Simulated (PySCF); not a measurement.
# C3H10 (CH3 ... CH4 ... CH3): the cost of one run

Computed with PySCF 2.14.0 and routines of our own; the level stands in each step. Atoms count from 0.

## (1) The system as given

13 atoms, charge 0, high-spin multiplicity 3; geometry from: GFN2-xTB fragments, placed rigidly.

The system (radical pair across a spacer): CH3···CH4···CH3. The radical centres are 5.80 Å apart, edge to face; the spin sites are atoms 0, 1, 2, 3 (1 unpaired) and atoms 4, 5, 6, 7 (1 unpaired).

## (2) Magnetic exchange: CASSCF and SC-NEVPT2/def2-SVP (2,2)

Job settings and geometry (Å):

```
{"job": {"kind": "cas", "basis": "def2-SVP", "active": "magnetic", "zfs": true}, "charge": 0, "high_spin_multiplicity": 3, "spin_sites": [[[0, 1, 2, 3], 1], [[4, 5, 6, 7], 1]]}
C     -0.000000    -0.000100    -2.900000
H      0.651900    -0.845200    -2.900300
H      0.406000     0.987100    -2.900300
H     -1.058000    -0.142000    -2.900300
C     -0.000000    -0.000100     2.900100
H     -0.845100     0.000200     2.248200
H      0.987200     0.000200     2.494100
H     -0.141900     0.000200     3.958200
C      0.000000    -0.000000     0.000000
H      0.493800     0.949600     0.159000
H     -0.996600     0.036900     0.420200
H      0.565900    -0.786200     0.482600
H     -0.063200    -0.200600    -1.061500
```

Level: CASSCF and SC-NEVPT2/def2-SVP spin states, gas phase.

Command:

```console
OMP_NUM_THREADS=1 python exch_run.py task.json out
```

One launch serves the whole session: the jobs run in the order shown.

Q: Estimate the wall time and peak memory of this first job on 1 thread of Arm Neoverse N1, shared host.

About 3.3 s, with a peak of 0.25 GiB.
